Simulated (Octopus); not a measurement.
# A workflow on PN (phosphorus nitride), part 2 of 2

Octopus 16.4. The steps go on from the part before.

## (3) The response to a field at PZ81 LDA (scalar, in the pseudopotentials, sg15 potentials, box margin 6 angstrom, extra states 0, frequencies ev (0) eV, grid spacing 0.19 angstrom) (run 2)

Contents of geometry.xyz:

```xyz
2

N      0.000000     0.000000    -0.745433
P      0.000000     0.000000     0.745433
```

On the command line:

```bash
OMP_NUM_THREADS=1 octopus > em_resp.log
```

The log of the run:

```text
Version                : 16.4
************************** Calculation Mode **************************
Input: [CalculationMode = em_resp]
Input: [SpinComponents = unpolarized]
******************************* Space ********************************
Octopus will run in 3 dimension(s).
Octopus will treat the system as periodic in 0 dimension(s).
Input: [AllElectronType = no]
Input: [PseudopotentialSet = sg15]
Reading Coordinates from geometry.xyz
****************************** Species *******************************
  Species 'N'
    type             : pseudopotential
    file format      : UPF2
    valence charge   : 5.0
    atomic number    :   7
    form on file     : kleinman-bylander
    lmax             : 1
    llocal           : -1
    projectors per l : 2
    total projectors : 4
    application form : kleinman-bylander
    orbitals         :  0
    bound orbitals   :  0
  Species 'P'
    type             : pseudopotential
    file format      : UPF2
    valence charge   : 5.0
    atomic number    :  15
    form on file     : kleinman-bylander
    lmax             : 1
    llocal           : -1
    projectors per l : 2
    total projectors : 4
    application form : kleinman-bylander
    orbitals         :  0
    bound orbitals   :  0
***************************** Symmetries *****************************
Symmetry elements : (Cinf) (sigma)
Symmetry group    : Cinfv
Input: [CurvMethod = curv_affine]
Input: [DerivativesStencil = stencil_star]
Input: [SmearingFunction = semiconducting]
Input: [SymmetrizeDensity = no]
******************************* States *******************************
Total electronic charge  =       10.000
Number of states         =        5
States block-size        =        4
************************** Parallelization ***************************
Info: Octopus will run in *serial*
******************************** Grid ********************************
Simulation Box:
  Type = minimum
  Radius  [A] =   6.000
Main mesh:
  Spacing [A] = ( 0.190, 0.190, 0.190)    volume/point [A^3] =      0.00686
  # inner mesh =     156499
  # total mesh =     210123
  Grid Cutoff [eV] =  1041.634699    Grid Cutoff [Ry] =    76.558745
Input: [StatesPack = yes]
** Warning:
**   The XCFunctional that you selected does not match the one used
**   to generate the pseudopotentials.
Input: [StatesOrthogonalization = cholesky_serial]
**************************** Theory Level ****************************
Input: [TheoryLevel = kohn_sham]
Exchange-correlation:
  Exchange
    Slater exchange (LDA)
  Correlation
    Perdew & Zunger (Modified) (LDA)
****************************** Hartree *******************************
Input: [DressedOrbitals = no]
The chosen Poisson solver is 'interpolating scaling functions'
Input: [FilterPotentials = filter_TS]
Info: Pseudopotential for N
  Radii for localized parts:
    local part     =  1.1 A
    non-local part =  1.2 A
    orbitals       =  0.0 A
Info: Pseudopotential for P
  Radii for localized parts:
    local part     =  1.3 A
    non-local part =  1.7 A
    orbitals       =  0.0 A
Input: [RelativisticCorrection = non_relativistic]
Input: [DFTULevel = dft_u_none]
Input: [MagneticConstrain = 0]
****************** Approximate memory requirements *******************
Mesh
  global  :       1.6 MiB
  local   :       6.4 MiB
  total   :       8.0 MiB
States
  real    :       8.0 MiB (par_kpoints + par_states + par_domains)
  complex :      16.0 MiB (par_kpoints + par_states + par_domains)
Info: Generating external potential
      done.
Input: [InteractionTiming = timing_exact]
Info: Octopus initialization completed.
Info: Starting calculation mode.
Input: [EMPerturbationType = electric]
Info: Ground-state restart information will be read from 'restart/gs'.
      Block       1 contains       4 states:       1 -       4
      Block       2 contains       1 states:       5 -       5
             Info: Reading states. 2026/12/08 at 19:57:07
          Info: States reading done. 2026/12/08 at 19:57:07
Info: Using real wavefunctions.
Info: Setting up Hamiltonian for linear response
** Warning:
**   Sternheimer equation for arbitrary occupations is under development.
**   It might not work or produce wrong results.
Input: [MixingScheme = broyden]
Info: Mixing uses    4 steps and restarts after   20 steps.
Variation of the Hamiltonian in Sternheimer equation: V_ext + hartree + fxc
Solving Sternheimer equation for linear response in unoccupied subspace only.
Sternheimer preorthogonalization: yes
Input: [Preconditioner = pre_filter]
Input: [PreconditionerFilterFactor = 0.5000]
*************************** Linear Solver ****************************
[... 1 line left out ...]
** Warning:
[... 9 lines left out ...]
** Warning:
[... 1 line left out ...]
** Warning:
[... 1 line left out ...]
** Warning:
[... 123 lines left out ...]
Info: SCF for response converged in   12 iterations.
[... 123 lines left out ...]
Info: SCF for response converged in   12 iterations.
[... 21 lines left out ...]
SCF Residual:     0.671133E+01 (abs),     0.671133E+00 (rel)
--------------------------------------------
LR SCF Iteration:   3
Frequency:             0.000000 Eta :             0.000000
   ik  ist                norm   iters            residual
    1    1            0.457170      21        0.309743E-03
    1    2            1.144491      21        0.469445E-02
    1    3            1.903991      21        0.826611E-02
    1    4            1.903991      21        0.826613E-02
    1    5            2.907425      23        0.893213E-02
SCF Residual:     0.111208E+01 (abs),     0.111208E+00 (rel)
--------------------------------------------
LR SCF Iteration:   4
Frequency:             0.000000 Eta :             0.000000
   ik  ist                norm   iters            residual
    1    1            0.336065      17        0.407590E-03
    1    2            1.076624      17        0.114683E-02
    1    3            2.068223      17        0.782205E-02
    1    4            2.068223      17        0.782209E-02
    1    5            2.836728      11        0.820974E-02
SCF Residual:     0.152683E+00 (abs),     0.152683E-01 (rel)
--------------------------------------------
LR SCF Iteration:   5
Frequency:             0.000000 Eta :             0.000000
   ik  ist                norm   iters            residual
    1    1            0.324494      16        0.841521E-04
    1    2            1.061178      16        0.236579E-03
    1    3            2.102135      16        0.131343E-02
    1    4            2.102135      16        0.131343E-02
    1    5            2.826363      11        0.127353E-02
SCF Residual:     0.279246E-01 (abs),     0.279246E-02 (rel)
--------------------------------------------
LR SCF Iteration:   6
Frequency:             0.000000 Eta :             0.000000
   ik  ist                norm   iters            residual
    1    1            0.327331      17        0.327870E-04
    1    2            1.062175      17        0.337374E-04
    1    3            2.095261      17        0.243253E-03
    1    4            2.095261      17        0.243253E-03
    1    5            2.826635      10        0.242257E-03
SCF Residual:     0.899330E-02 (abs),     0.899330E-03 (rel)
--------------------------------------------
LR SCF Iteration:   7
Frequency:             0.000000 Eta :             0.000000
   ik  ist                norm   iters            residual
    1    1            0.327090      11        0.365524E-04
    1    2            1.062481      11        0.642351E-04
    1    3            2.095053      11        0.756944E-04
    1    4            2.095053      11        0.756942E-04
    1    5            2.826967      13        0.704318E-04
SCF Residual:     0.322020E-02 (abs),     0.322020E-03 (rel)
--------------------------------------------
LR SCF Iteration:   8
Frequency:             0.000000 Eta :             0.000000
   ik  ist                norm   iters            residual
    1    1            0.326835      15        0.207437E-04
    1    2            1.062426      15        0.788475E-05
    1    3            2.096194      15        0.317459E-04
    1    4            2.096194      15        0.317454E-04
    1    5            2.827247      11        0.269416E-04
SCF Residual:     0.837108E-03 (abs),     0.837108E-04 (rel)
--------------------------------------------
LR SCF Iteration:   9
Frequency:             0.000000 Eta :             0.000000
   ik  ist                norm   iters            residual
    1    1            0.326816      22        0.773172E-05
    1    2            1.062389      22        0.509735E-05
    1    3            2.096081      22        0.164125E-05
    1    4            2.096081      22        0.164123E-05
    1    5            2.827274      10        0.818978E-05
SCF Residual:     0.690930E-03 (abs),     0.690930E-04 (rel)
--------------------------------------------
LR SCF Iteration:  10
Frequency:             0.000000 Eta :             0.000000
   ik  ist                norm   iters            residual
    1    1            0.326746      15        0.625755E-05
    1    2            1.062364      15        0.389712E-05
    1    3            2.096236      15        0.656922E-05
    1    4            2.096236      15        0.656930E-05
    1    5            2.827292      10        0.602504E-05
SCF Residual:     0.182122E-03 (abs),     0.182122E-04 (rel)
--------------------------------------------
LR SCF Iteration:  11
Frequency:             0.000000 Eta :             0.000000
   ik  ist                norm   iters            residual
    1    1            0.326722      33        0.322332E-07
    1    2            1.062363      33        0.132784E-05
    1    3            2.096288      33        0.461781E-07
    1    4            2.096288      33        0.383912E-07
    1    5            2.827305      13        0.157216E-05
SCF Residual:     0.793027E-04 (abs),     0.793027E-05 (rel)
--------------------------------------------
LR SCF Iteration:  12
Frequency:             0.000000 Eta :             0.000000
   ik  ist                norm   iters            residual
    1    1            0.326728      16        0.391820E-07
    1    2            1.062365      16        0.988883E-06
    1    3            2.096258      16        0.777955E-06
    1    4            2.096258      16        0.789629E-06
    1    5            2.827305      10        0.933002E-06
SCF Residual:     0.171666E-04 (abs),     0.171666E-05 (rel)
--------------------------------------------
LR SCF Iteration:  13
Frequency:             0.000000 Eta :             0.000000
   ik  ist                norm   iters            residual
    1    1            0.326727      11        0.567357E-07
    1    2            1.062363      11        0.804981E-06
    1    3            2.096267      11        0.802313E-06
    1    4            2.096267      11        0.801989E-06
    1    5            2.827305       5        0.893168E-06
SCF Residual:     0.791277E-05 (abs),     0.791277E-06 (rel)
--------------------------------------------
Info: SCF for response converged in   13 iterations.
      Total Hamiltonian applications:    1124
Info: Calculating polarizabilities.
Octopus emitted 4 warnings.
Octopus used 2 experimental features:
  Since you used one or more experimental features, results are likely
  wrong and should not  be considered as valid scientific data.  Check
  or contact the octopus developers for details.
```

It took 20 s on 1 thread of Arm Neoverse V1, shared host; peak memory 0.17 GiB.

## (4) Summary of results

This closing draws on all 2 parts.

| quantity | value |
| --- | --- |
| run 1, PZ81 LDA: total energy | -16.41141 Eh |
| run 1, PZ81 LDA: dipole moment | 2.83 D |
| run 1, PZ81 LDA: HOMO energy | -7.79 eV |
| run 1, PZ81 LDA: largest force on an atom | 0.565 eV/Å |
| run 2, PZ81 LDA: mean static polarisability | 29.4 bohr³ |

What this shows: The largest force (run 1, PZ81 LDA) is 0.57 eV/Å: the shape isn't a stationary point for this species at this level.
